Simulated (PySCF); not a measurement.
## Simulated absorption spectrum

CH3NO.
SMILES: `NC=O`

Level of theory: TDDFT CAM-B3LYP/aug-cc-pVTZ, vertical, gas phase, core orbitals frozen in the response in PySCF 2.14.0, density-fitted response routines. Isolated species at its PBE0-D3(BJ)/def2-TZVP geometry, gas phase. Torsions of this conformer, `[NH2:1][CH:2]=[O:3]`: H–N1–C2–O3 0°, H–N1–C2–O3 180°.

Computed states:

```tsv
state	E (eV)	f
S1	5.67	0.0008
S2	6.73	0.017
S3	6.75	0.0057
S4	7.27	0.068
S5	7.50	0.0005
S6	7.64	0.066
S7	7.84	0.237
S8	8.09	0.013
S9	8.10	0.0006
S10	8.51	0.0084
```

Broadening: Gaussians 0.5 eV wide at half height, area fixed by f = 4.319×10⁻⁹ ∫ε dν̃. The width is an assumption, not a result. The curve ends short of the highest state used, and states not computed would add to its high-energy end.

(1) Give the broadened spectrum and its maxima.

(2) On this curve, what absorbance would a 10⁻⁵ mol/L sample give at 193 nm over a 1 cm path?

(3) Coming from long wavelengths, where does ε first pass 100 L mol⁻¹ cm⁻¹?

## Answers

(1) 
```tsv
λ (nm)	ε (L mol⁻¹ cm⁻¹)
156.7	14150
160.0	15332
163.3	11230
166.6	7200
169.9	5132
173.2	3690
176.4	2438
179.7	1704
183.0	1438
186.3	1189
189.6	804
192.9	426
196.2	179
199.4	64
202.7	22
206.0	16
209.3	22
212.6	33
215.9	42
219.2	44
222.4	40
225.7	31
229.0	21
232.3	13
235.6	7
238.9	3
242.2	2
245.4	1
248.7	0
252.0	0
```

Maxima: 219 nm (5.67 eV), ε about 44, made up of S1 (100%); 159 nm (7.80 eV), ε about 16000, made up of S6 (17%) and S7 (80%) (ε in L mol⁻¹ cm⁻¹; maxima over ε = 5, shares over 10%).

(2) 193 nm is 6.424 eV, where ε is about 420 L mol⁻¹ cm⁻¹, so A = ε c l ≈ 0.0042 (Beer–Lambert, with the gas-phase spectrum and the assumed width).

(3) At about 198 nm (6.26 eV), 0.59 eV above S1.
